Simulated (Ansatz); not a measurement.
**Molecular dynamics of CH9NSi**

Input:

```yaml
crystal:
  periodic: [false, false, false]
  atoms:
    - { symbol: Si, position_ang: [-0.7701, -0.0617, -0.0317] }
    - { symbol: "N", position_ang: [0.5915, -0.9213, 1.3493] }
    - { symbol: H, position_ang: [-1.1917, -1.3882, -0.5537] }
    - { symbol: H, position_ang: [-2.0444, 0.5145, 0.3851] }
    - { symbol: C, position_ang: [0.1715, 0.7041, -1.4841] }
    - { symbol: H, position_ang: [0.5547, 0.4039, 1.5856] }
    - { symbol: H, position_ang: [0.0376, 1.1314, 1.1731] }
    - { symbol: H, position_ang: [0.1669, -1.5618, 2.0062] }
    - { symbol: H, position_ang: [1.3983, -1.3851, 0.9524] }
    - { symbol: H, position_ang: [0.3716, 1.7602, -1.343] }
    - { symbol: H, position_ang: [1.1225, 0.2061, -1.6441] }
    - { symbol: H, position_ang: [-0.4083, 0.5979, -2.3951] }
magnetization:
  spin_polarized: true
basis:
  gaussian: { orbitals: STO-3G }
hamiltonian:
  xc: r2scanh
  dispersion: d4
md:
  timestep: 0.5
  n_steps: 150
  ensemble: nve
  temperature: 600.0
  initial_velocities: maxwell_boltzmann
  seed: 768323
```

Command:

```bash
$ ansatz run input.yaml --threads 1 --pin off --max-ram 2048MiB --backend cpu --events-out ev --progress --plain --runs-dir out
```

It starts from a rough guess of a transition structure, not a stationary point.

Output, in part (step lines, the closing report, with atoms numbered from 0):

```
md step     0: t =     0.00 fs  T =   600.0 K  F+E_penalty+E_count = -10422.02539885 eV  E_kin = 0.775560 eV  conserved = -10421.24983886 eV  (24 SCF iters)
md step     1: t =     0.50 fs  T =   627.3 K  F+E_penalty+E_count = -10422.06220000 eV  E_kin = 0.810830 eV  conserved = -10421.25136970 eV  (27 SCF iters)
md step     2: t =     1.00 fs  T =   626.5 K  F+E_penalty+E_count = -10422.06152567 eV  E_kin = 0.809777 eV  conserved = -10421.25174875 eV  (27 SCF iters)
md step     3: t =     1.50 fs  T =   592.0 K  F+E_penalty+E_count = -10422.01618576 eV  E_kin = 0.765266 eV  conserved = -10421.25091981 eV  (28 SCF iters)
md step     4: t =     2.00 fs  T =   532.4 K  F+E_penalty+E_count = -10421.93763365 eV  E_kin = 0.688244 eV  conserved = -10421.24938990 eV  (28 SCF iters)
md step     5: t =     2.50 fs  T =   465.0 K  F+E_penalty+E_count = -10421.84877975 eV  E_kin = 0.601016 eV  conserved = -10421.24776398 eV  (28 SCF iters)
md step     6: t =     3.00 fs  T =   408.7 K  F+E_penalty+E_count = -10421.77472747 eV  E_kin = 0.528243 eV  conserved = -10421.24648422 eV  (28 SCF iters)
md step     7: t =     3.50 fs  T =   379.0 K  F+E_penalty+E_count = -10421.73562412 eV  E_kin = 0.489832 eV  conserved = -10421.24579238 eV  (28 SCF iters)
[... lines left out ...]
Total energy: -10423.87053907 eV, -383.0701767575 hartree
Atom 0 at    -0.840586    -0.439792    -0.242328 Å, force     0.422228    -1.162514     2.512184 eV/Å
Atom 1 at     0.392731    -1.084354     1.161304 Å, force    -5.109980    -0.960736    -2.746397 eV/Å
Atom 2 at    -1.404883    -1.414689    -1.239393 Å, force     0.543792     0.427643     1.410989 eV/Å
Atom 3 at    -1.904087     0.226520     0.517354 Å, force     0.309534    -0.362982    -0.343111 eV/Å
Atom 4 at     0.130889     0.699358    -1.290821 Å, force     2.339746    -0.252321    -0.338841 eV/Å
Atom 5 at     2.385239     6.708401     4.416147 Å, force    -0.526435    -0.127715    -0.408808 eV/Å
Atom 6 at     2.937653     6.842597     4.845301 Å, force     0.526384     0.127659     0.408759 eV/Å
Atom 7 at     0.657269    -0.246279     1.661519 Å, force     1.135362     1.563005     0.566740 eV/Å
Atom 8 at     1.209407    -1.517442     0.727239 Å, force     1.374814     0.123524    -0.566632 eV/Å
Atom 9 at     0.927896     1.213896    -0.718596 Å, force    -0.671152     0.066360    -0.185996 eV/Å
Atom 10 at     0.691563    -0.073757    -1.844220 Å, force     0.146709     0.695548    -0.532280 eV/Å
Atom 11 at    -0.283003     1.396367    -2.021011 Å, force    -0.491004    -0.137471     0.223393 eV/Å
Dipole moment:     0.159186     0.160460    -0.213884 e Å
```

The steps, from the saved trajectory:

| time (fs) | T (K) | potential energy less start (eV) | conserved less start (meV/atom) |
| --- | --- | --- | --- |
| 0.0 | 600 | 0.000 | 0.00 |
| 2.5 | 465 | 0.177 | 0.17 |
| 5.0 | 493 | 0.141 | 0.18 |
| 7.5 | 711 | -0.144 | -0.01 |
| 10.0 | 934 | -0.432 | 0.01 |
| 12.5 | 1342 | -0.956 | 0.22 |
| 15.0 | 1958 | -1.757 | -0.10 |
| 17.5 | 2238 | -2.119 | -0.15 |
| 20.0 | 2166 | -2.027 | -0.19 |
| 22.5 | 1768 | -1.505 | 0.38 |
| 25.0 | 1833 | -1.594 | 0.06 |
| 27.5 | 1932 | -1.722 | -0.03 |
| 30.0 | 2128 | -1.979 | -0.30 |
| 32.5 | 2082 | -1.914 | 0.19 |
| 35.0 | 2149 | -2.001 | 0.02 |
| 37.5 | 1948 | -1.740 | 0.19 |
| 40.0 | 1819 | -1.578 | -0.13 |
| 42.5 | 1700 | -1.421 | 0.12 |
| 45.0 | 1825 | -1.582 | 0.09 |
| 47.5 | 1895 | -1.673 | 0.04 |
| 50.0 | 2033 | -1.851 | 0.05 |
| 52.5 | 2306 | -2.207 | -0.20 |
| 55.0 | 2222 | -2.094 | 0.23 |
| 57.5 | 2072 | -1.902 | 0.03 |
| 60.0 | 1762 | -1.501 | 0.09 |
| 62.5 | 1804 | -1.558 | -0.20 |
| 65.0 | 1827 | -1.585 | 0.13 |
| 67.5 | 1992 | -1.797 | 0.21 |
| 70.0 | 2134 | -1.982 | 0.07 |
| 72.5 | 2128 | -1.977 | -0.16 |
| 75.0 | 2027 | -1.845 | -0.07 |

The run went to its last step. The conserved energy stayed within 0.42 meV per atom of its start (net change -0.073 meV per atom), so the integration is sound. The system heated up, since it started high on the potential surface and ran downhill. A run of 0.075 ps of so small a system gives no equilibrium averages. The orbitals stay closed-shell, which can raise the energy where a bond breaks towards radicals; this wasn't checked here. Limits of this set-up: minimal basis.

The step under study would form Si1–H7, N2–H6 and break Si1–N2, H6–H7. These pairs go: Si1–H7 1.88 → 9.65 Å, N2–H6 1.35 → 8.68 Å, Si1–N2 2.12 → 1.98 Å, H6–H7 0.98 → 0.71 Å. In the last frame they stand as before the step (other bonds may differ from the relaxed reactants and products). It ends as CH7NSi + H2. Pairs count as bonded within 1.25 times the sum of covalent radii (0.12 Å more for H–H).

Last frame:

```xyz
12
Properties=species:S:1:pos:R:3
Si -0.841 -0.440 -0.242
N 0.393 -1.084 1.161
H -1.405 -1.415 -1.239
H -1.904 0.227 0.517
C 0.131 0.699 -1.291
H 2.385 6.708 4.416
H 2.938 6.843 4.845
H 0.657 -0.246 1.661
H 1.209 -1.517 0.727
H 0.928 1.214 -0.719
H 0.692 -0.074 -1.844
H -0.283 1.396 -2.021
```

The run took 4.9 min on 1 thread of Intel(R) Xeon(R) 6975P-C (Granite Rapids), on a shared host, peak memory 0.18 GiB.
